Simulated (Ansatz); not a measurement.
hydrogen cyanide (SMILES C#N) moved off its minimum; all values from Ansatz (a program for electronic structure), cores frozen in correlated methods.
(charge 0, multiplicity 1)
```xyz
3

C      0.02884     0.01334    -0.47188
N      0.00625     0.01702     0.66522
H     -0.02150    -0.01245    -1.53036
```

```
level                largest force (eV/Å)  on atom  rms difference from CCSD(T)/aug-cc-pVTZ (eV/Å)  dipole (D)
-------------------  --------------------  -------  ----------------------------------------------  ----------
HF/def2-TZVPP                        1.91       N2                                           2.147        3.26
PBE/def2-TZVPP                       2.62       N2                                           0.209        2.91
r2SCAN/def2-TZVPP                    1.54       N2                                           0.614        3.01
B3LYP/def2-TZVPP                     1.15       N2                                           0.785        3.01
wB97M-V/def2-TZVPP                   0.93       N2                                           0.887        3.02
MP2/aug-cc-pVTZ                      3.47       N2                                           0.336        3.03
CCSD(T)/aug-cc-pVTZ                  2.81       N2                                           0.000        3.00
```

The differences count from one level among others, with limits of its own. Forces at CCSD(T)/aug-cc-pVTZ (eV/Å):

```json
[
 {"atom": "C1", "Fx": "-0.139", "Fy": "-0.068", "Fz": "-2.555"},
 {"atom": "N2", "Fx": "0.044", "Fy": "0.040", "Fz": "2.813"},
 {"atom": "H3", "Fx": "0.095", "Fy": "0.027", "Fz": "-0.258"}
]
```
